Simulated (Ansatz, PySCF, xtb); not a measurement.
Bonds broken one at a time in the series Si Cl-H. Isolated molecules, 0 K electronic values unless said otherwise. Strings in code marks are SMILES.

Quantity: homolytic bond dissociation enthalpy at 298 K (no spin–orbit term), in eV. Thermal and zero-point terms are GFN2-xTB rigid-rotor harmonic values (xtb).

Level 1: B3LYP/3-21G // B3LYP-D3(BJ)/def2-TZVP (PySCF)
Level 2: B3LYP/6-311+G** // B3LYP-D3(BJ)/def2-TZVP (PySCF)
Level 3: PBE/6-31G* // B3LYP-D3(BJ)/def2-TZVP (PySCF)
Level 4: HF/cc-pVTZ // B3LYP-D3(BJ)/def2-TZVP (Ansatz, a first-principles code)

| species | level 2 | level 3 | level 4 |
|---|---|---|---|
| Cl–Si bond of `Cl[SiH](Cl)Cl`, giving `Cl[SiH]Cl` and `[Cl]` | 4.26 | 4.52 | 3.55 |
| Cl–Si bond of `Cl[Si](Cl)(Cl)Cl`, giving `Cl[Si](Cl)Cl` and `[Cl]` | 4.15 | 4.42 | 3.47 |
| Si–Cl bond of `[SiH3]Cl`, giving `[Cl]` and `[SiH3]` | 4.32 | 4.52 | 3.55 |

**Question.** What does level 1 give for each?

**Answer.** 
- Cl–Si bond of `Cl[SiH](Cl)Cl`, giving `Cl[SiH]Cl` and `[Cl]`: 3.45
- Cl–Si bond of `Cl[Si](Cl)(Cl)Cl`, giving `Cl[Si](Cl)Cl` and `[Cl]`: 3.30
- Si–Cl bond of `[SiH3]Cl`, giving `[Cl]` and `[SiH3]`: 3.63
